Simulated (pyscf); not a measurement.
This saddle point was located with ωB97X-D3(BJ)/def2-SVP in PySCF.

```
Si
H 1 1.4933
H 1 1.5207 2 102.73
H 1 1.6459 2 110.37 3 89.06
Si 4 1.6581 1 103.88 2 81.76
H 5 1.4923 4 116.88 1 79.16
H 5 1.4931 6 121.71 4 156.60
H 5 1.5169 6 102.80 7 113.86
H 1 1.7060 2 86.37 3 165.75
P 1 2.2477 2 127.32 9 80.20
H 10 1.4221 1 94.69 2 -24.69
H 10 1.4238 11 96.04 9 -128.50
```
Charge 0, spin multiplicity 1.

Surface: singlet, charge 0. Lowest wavenumbers (cm⁻¹): 606i, 85, 143, 189, 331.

Which two sides does it connect, and which bonds change?

H₃Si–PH₂ + SiH₄ <-> H₃Si–PH₂ + SiH₄, a four-centre exchange read from left to right: H–Si, H–Si broken and H–Si, H–Si formed. At CCSD(T)/def2-TZVPP + ΔMP2(QZVPP) it lies +51.6 kcal/mol from the left side and +51.6 kcal/mol from the right (each side as separated species at their lowest minima found). At the saddle there is also a short Si–Si contact that neither side keeps. This is the saddle that the search found; another between the same sides may lie lower. The CCSD(T) − MP2 part came from Ansatz, without density fitting, on the same reference.
